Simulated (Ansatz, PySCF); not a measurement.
Bond stretch in CH, doublet.

Methods: ROHF/aug-cc-pVTZ (Ansatz, a program for electronic structure); UMP2 = MP2 on UHF/aug-cc-pVTZ, frozen core in Ansatz; UHF/STO-3G = unrestricted Hartree-Fock/STO-3G (PySCF); FCI = full CI/aug-cc-pVTZ, frozen core (Ansatz).

Energies relative to the lowest point of each curve near equilibrium, in mEh:

```tsv
R / Å	ROHF	UMP2	UHF/STO-3G
0.90	36.6	38.0	55.5
0.94	21.5	22.8	35.2
1.00	7.4	8.4	14.9
1.05	1.5	2.2	5.3
1.13	0.0	0.0	0.0
1.20	4.1	3.4	2.9
1.24	8.0	6.8	6.9
2.21	155.5	113.1	104.7
2.80	174.7	119.0	108.1
3.37	174.5	120.0	108.7
3.95	174.5	120.3	108.7
4.58	174.5	120.4	108.8
```

Question: What does FCI give at the same points?

Answer: 0.90: 40.2; 0.94: 24.7; 1.00: 9.7; 1.05: 3.0; 1.13: 0.0; 1.20: 2.6; 1.24: 5.6; 2.21: 108.8; 2.80: 126.9; 3.37: 130.4; 3.95: 131.2; 4.58: 131.4 (mEh).

The unrestricted determinant behind UMP2 is spin-contaminated at 0.90 to 4.58 Å (<S²> up to 1.8, against 0.75 for a pure doublet). The unrestricted determinant behind UHF/STO-3G is spin-contaminated at 0.90 to 4.58 Å (<S²> up to 1.7, against 0.75 for a pure doublet).
